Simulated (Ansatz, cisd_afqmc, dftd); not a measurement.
Reaction: C2H6 (ethane, SMILES CC) → 2 CH3 (SMILES [CH3], doublet) (the C-C bond breaks)
Each species at its own B3LYP-D3(BJ)/def2-TZVP minimum (Ansatz, an electronic-structure program).

Quantity: bond dissociation energy (electronic), in kcal/mol. UHF or UKS for unpaired electrons; spin-orbit terms are left out. Cores are frozen in correlated methods. Rows without X2C or -DK are non-relativistic. The Monte Carlo rows (phaseless AFQMC, CISD trial, step 0.005/hartree) carry one-sigma bars that omit the constraint's bias. Outlying blocks are dropped, and bars are widened where a walk drifts. Over all cases where full CI ran beside it in this data, AFQMC minus full CI had a median of +0.1 mEh and passed +0.4 mEh in a tenth of the cases. CBS(X,Y): correlation extrapolated as X^-3, Hartree-Fock from the larger set (Q,5: extrapolated as (X+1)exp(-9√X)). A bracket is a step between two methods taken in the basis named. The functionals are non-relativistic, so their misses hold any scalar relativity. Double hybrids freeze cores in their MP2 part. 'core' is core correlation in cc-pwCVTZ, 'X2C' scalar relativity in cc-pVTZ-DK, both at CCSD(T).

```json
[
 {"level": "PBE0-D3(BJ)/def2-TZVPD", "program": "Ansatz + dftd3", "bond dissociation energy (kcal/mol)": "96.2", "difference against the last row": "-1.2"},
 {"level": "r2SCANh-D4/def2-TZVPD", "program": "Ansatz + dftd4", "bond dissociation energy (kcal/mol)": "89.2", "difference against the last row": "-8.2"},
 {"level": "CAM-B3LYP-D3(BJ)/def2-TZVPD", "program": "Ansatz + dftd3", "bond dissociation energy (kcal/mol)": "94.7", "difference against the last row": "-2.7"},
 {"level": "CAM-B3LYP-D4/def2-TZVPD", "program": "Ansatz + dftd4", "bond dissociation energy (kcal/mol)": "94.7", "difference against the last row": "-2.7"},
 {"level": "B2GP-PLYP-D3(BJ)/def2-TZVPD", "program": "Ansatz + dftd3", "bond dissociation energy (kcal/mol)": "95.2", "difference against the last row": "-2.2"},
 {"level": "B2GP-PLYP/def2-TZVPD", "program": "Ansatz", "bond dissociation energy (kcal/mol)": "94.7", "difference against the last row": "-2.7"},
 {"level": "MP2/cc-pVQZ", "program": "Ansatz", "bond dissociation energy (kcal/mol)": "100.5", "difference against the last row": "3.1"},
 {"level": "CCSDT(Q)/cc-pVDZ", "program": "Ansatz", "bond dissociation energy (kcal/mol)": "94.5", "difference against the last row": "-2.9"},
 {"level": "AFQMC/CISD/cc-pVDZ", "program": "cisd_afqmc", "bond dissociation energy (kcal/mol)": "94.6 ± 0.2", "difference against the last row": "-2.8"},
 {"level": "AFQMC/CISD/cc-pVTZ", "program": "cisd_afqmc", "bond dissociation energy (kcal/mol)": "94.9 ± 0.4", "difference against the last row": "-2.5"},
 {"level": "CCSD(T)/CBS(cc-pVQZ,cc-pV5Z) + [AFQMC/CISD - CCSD(T)]/cc-pVTZ + core + X2C", "program": "Ansatz + cisd_afqmc", "bond dissociation energy (kcal/mol)": "96.6 ± 0.4", "difference against the last row": "-0.8"},
 {"level": "CCSD(T)/CBS(cc-pVQZ,cc-pV5Z) + [CCSDT(Q) - CCSD(T)]/cc-pVDZ + core + X2C", "program": "Ansatz", "bond dissociation energy (kcal/mol)": "97.4", "difference against the last row": "0.0"}
]
```
